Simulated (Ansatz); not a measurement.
PH⁻, quartet in 6-31++G**: errors against full CI

Geometry: that of the PH⁻, doublet, kept fixed. The doublet lies 1.7 eV lower here.

```xyz
2

P     0.0000    0.0000    0.0000
H     0.0000    0.0000    1.4426
```

Basis 6-31++G** (Cartesian d functions); Ansatz 0.2.0. Only valence electrons are correlated (noble-gas cores frozen), which leaves 7 electrons in 24 orbitals. R marks a restricted (for open shells ROHF) determinant, U an unrestricted one. Active spaces: valence = (7e, 5o) chosen from the atoms' valence shells. This anion state lies near or above the neutral species, so the extra electron is weakly bound or unbound and the energies hang on the diffuse functions.

Full CI is exact within this basis and frozen core; it isn't the basis-set limit. The frozen core follows each run's orbitals, which can shift R against U totals by a few meV.

For open shells CISD and CISDTQ are restricted-active-space CI with the open shells as a complete middle space.

```
UHF ⟨S²⟩                          : 3.770
T1 diagnostic (RCCSD)             : 0.0348
largest doubles amplitude (RCCSD) : 0.070
T1 diagnostic (UCCSD)             : 0.0313
```

```tsv
level	E − E(full CI) (kJ/mol)	share of correlation (%)	wall time
RHF	295.4	0.00	–
UHF	279.9	5.26	–
RMP2	62.7	78.77	–
UMP2	64.4	78.21	–
CISD	16.7	94.34	1.3 s
RCCSD	8.7	97.06	–
UCCSD	8.4	97.16	–
RCCSD(T)	1.9	99.36	1.9 s
UCCSD(T)	1.8	99.37	1.7 s
BCCD(T)	1.8	99.39	1.6 s
RCCSDT	0.2	99.92	–
UCCSDT	0.2	99.93	–
CISDTQ	0.2	99.92	32 s
RCCSDT(Q)	0.0	99.99	4.3 s
UCCSDT(Q)	0.0	100.00	3.8 s
CASSCF (valence space)	295.4	0.00	–
NEVPT2 (valence space)	85.0	71.24	0.75 s
MRCISD (valence space)	18.8	93.62	–
MRCISD+Q (valence space)	0.2	99.92	1.1 s
```

The correlation energy at full CI, counted from RHF, is -3.062 eV. That run took 56 s on 1 thread of Arm Neoverse V1, shared host over 2,943,076 determinants.

Times hold each run's SCF and search for its determinant on a shared host, so for small cases they say little of a method's own cost; they ran on 1 thread of Arm Neoverse V1. Some runs computed forces too.

The full-CI state has the irrep A2 of C2v, in the program's axes (one component, if the state is degenerate).

Natural occupations of full CI about the gap: 1.960 1.939 0.993 0.993 0.988 0.040 0.016 0.010 0.010 0.009; effectively unpaired electrons, Σ n²(2−n)², 3.03.
